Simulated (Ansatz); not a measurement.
Ytterbium, fcc: convergence with cold smearing

Computed with Ansatz, LDA, scalar-relativistic PAW, on the relaxed cell (a = 4.914 Å; spin not included). Errors count from a run at 420 eV on a Γ-centred 18×18×18 mesh with Fermi-Dirac smearing of 0.1 eV, extrapolated to zero width. Fixed here: cutoff 420 eV, mesh 11×11×11. The SCF starts from atomic densities corrected by a trained network.

```csv
width (eV),E(σ→0) error (meV/atom),F error (meV/atom),P (GPa),SCF iterations
0.01,-9.1,-9.2,0.18,6
0.03,-9.0,-8.9,0.19,6
0.1,-28.6,10.4,-0.70,11
0.2,52.7,143.2,-0.98,8
0.6,408.9,618.1,-0.44,9
1.0,711.8,998.2,0.13,9
```

Problem. What does the run at 0.3 give (width)?

Solution. E(σ→0) error (meV/atom): 148.1; F error (meV/atom): 274.7; P (GPa): -0.88; SCF iterations: 8.
